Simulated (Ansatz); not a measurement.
Input file for Ansatz (a first-principles code): R-CCSD(T)/cc-pVDZ on NH3 (SMILES N).

Ansatz 0.2 input:
```yaml
crystal:
  periodic: [false, false, false]
  atoms:
    - {symbol: N, position_ang: [0.00000000, 0.00000000, 0.11289000]}
    - {symbol: H, position_ang: [0.00000000, 0.93802400, -0.26340900]}
    - {symbol: H, position_ang: [0.81235300, -0.46901200, -0.26340900]}
    - {symbol: H, position_ang: [-0.81235300, -0.46901200, -0.26340900]}
basis:
  gaussian:
    orbitals: cc-pVDZ
magnetization: {spin_polarized: false}
correlation: {method: ccsd_t, electrons: outside_noble_gas}
scf: {lower_state_search: off}
```

The log:

```
WARN ansatz: RAYON_NUM_THREADS=1 ignored (pool sized by the plan → 1); use --threads N
Functional definition: HF
these checks for a lower state are left out or cut short: stability, starts, cluster_reference, orbital_swaps, neighbouring_geometries, increment
integrals: 0.00 GiB planned
265 factors; integrals over basis functions are off by at most 1.3e-3 eV
mean field: 0.04 GiB planned
mean field evaluation 1: about -1527.6761 eV, gradient 2.7e1 eV
mean field evaluation 2: about -1527.6760 eV, gradient 2.7e1 eV
mean field evaluation 4: about -1529.1517 eV, gradient 1.5e0 eV
mean field evaluation 8: about -1529.1607 eV, gradient 5.4e-3 eV
mean field -1529.16072551 eV, -56.1956201601 hartree, gradient 5.1e-6 eV, S^2 0.000000; 0 other end points of the search recorded, 0 dependent functions left out
1 core orbitals not correlated
reference -1529.16072551 eV, -56.1956201601 hartree; 4, 4 occupied and 24, 24 virtual orbitals, 265 factors
second order -5.06600767 eV of doubles, -0.00000000 eV of singles
coupled cluster: 0.05 GiB planned
cycle   1  -5.37097149 eV  change   -3.0e-1 eV  update   3.6e-2
cycle   2  -5.49505526 eV  change   -1.2e-1 eV  update   1.1e-2
cycle   3  -5.50642887 eV  change   -1.1e-2 eV  update   2.8e-3
cycle   4  -5.50723874 eV  change   -8.1e-4 eV  update   7.2e-4
cycle   5  -5.50727572 eV  change   -3.7e-5 eV  update   2.2e-4
cycle   6  -5.50727296 eV  change    2.8e-6 eV  update   8.0e-5
cycle   7  -5.50725984 eV  change    1.3e-5 eV  update   2.7e-5
cycle   8  -5.50724962 eV  change    1.0e-5 eV  update   4.9e-6
cycle   9  -5.50724970 eV  change   -8.2e-8 eV  update   1.0e-6
perturbative correction -0.10271510 eV, -0.0037747102 hartree
Total energy: -1534.77069031 eV, -56.4017825640 hartree
Checks for a lower state left out: stability, starts, cluster_reference, orbital_swaps, neighbouring_geometries, increment
```

The run converged.

Cost: about 0.4 core-seconds (a rough figure).
